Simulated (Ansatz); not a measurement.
# BH4O: the cost of one run

Computed with Ansatz 0.2.0, driven from Python. The levels of theory stand in the script.

## (1) The system

Bond lengths: B1–O2 1.472 Å, B1–H3 1.193 Å, B1–H4 1.191 Å, B1–H5 1.193 Å, O2–H6 0.991 Å. Angles: B1–O2–H6 105.5°, O2–B1–H3 109.9°, O2–B1–H4 109.3°, O2–B1–H5 109.9°, H3–B1–H4 109.0°, H3–B1–H5 109.7°, H4–B1–H5 109.0°.

No structure file is read: the coordinates are typed or built in the script.

## (2) The code

Input file bend.py:

```python
"""Bending curve of BH4O(-)."""

from dataclasses import dataclass

import ansatz as az
from ase import Atoms


@dataclass(frozen=True)
class Settings:
    basis: str = "cc-pVDZ"
    net_charge: int = -1
    xc: str = "pbe0"
    fmax: float = 0.02
    level: str = "ccsd_t"


opts = Settings()

atoms = Atoms(["B", "O", "H", "H", "H", "H"], positions=[
    [-0.3682, 0.0013, -0.0155],
    [0.9809, -0.4455, -0.4005],
    [-0.4886, 1.1676, -0.2345],
    [-1.1771, -0.5984, -0.6517],
    [-0.5515, -0.2102, 1.144],
    [1.6045, 0.0851, 0.1583],
])

# start the scan from a relaxed geometry
first = (
    az.Crystal.molecule_from_ase(atoms).calculation()
    .basis(gaussian=opts.basis)
    .charge(opts.net_charge)
    .functional(opts.xc)
    .relax(force_tolerance=opts.fmax, max_steps=80)
)
atoms.positions = first.run(threads=1).report["positions_ang"]

rows = []
for angle in [90, 100, 110, 120, 135, 150, 165, 179]:
    bent = atoms.copy()
    bent.set_angle(0, 1, 5, angle, indices=[5])
    model = (
        az.Crystal.molecule_from_ase(bent).calculation()
        .basis(gaussian=opts.basis)
        .correlation(opts.level)
        .charge(opts.net_charge)
    )
    rows.append((angle, model.run(threads=1).report["free_energy_ev"]))
floor = min(e for _, e in rows)
for angle, e in rows:
    print(f"angle B0-O1-H5 = {angle:3d} deg   {1000 * (e - floor):9.1f} meV")
```

## (3) The input behind the calls

The package turns the script's settings into the engine's input (first run):

```yaml
crystal:
  periodic: [false, false, false]
  atoms:
    - { symbol: B, position_ang: [-0.3682, 0.0013, -0.0155] }
    - { symbol: O, position_ang: [0.9809, -0.4455, -0.4005] }
    - { symbol: H, position_ang: [-0.4886, 1.1676, -0.2345] }
    - { symbol: H, position_ang: [-1.1771, -0.5984, -0.6517] }
    - { symbol: H, position_ang: [-0.5515, -0.2102, 1.144] }
    - { symbol: H, position_ang: [1.6045, 0.0851, 0.1583] }
basis:
  gaussian:
    orbitals: cc-pVDZ
hamiltonian:
  xc: pbe0
total_charge: -1.0
relax:
  f_tol: 0.02
  max_steps: 80
```

## (4) Launch

Run with:

```console
$ python bend.py
```

Q: Estimate wall time and peak memory on 1 thread of Arm Neoverse V2, shared host.

About 9.8 s, with a peak of 0.19 GiB.
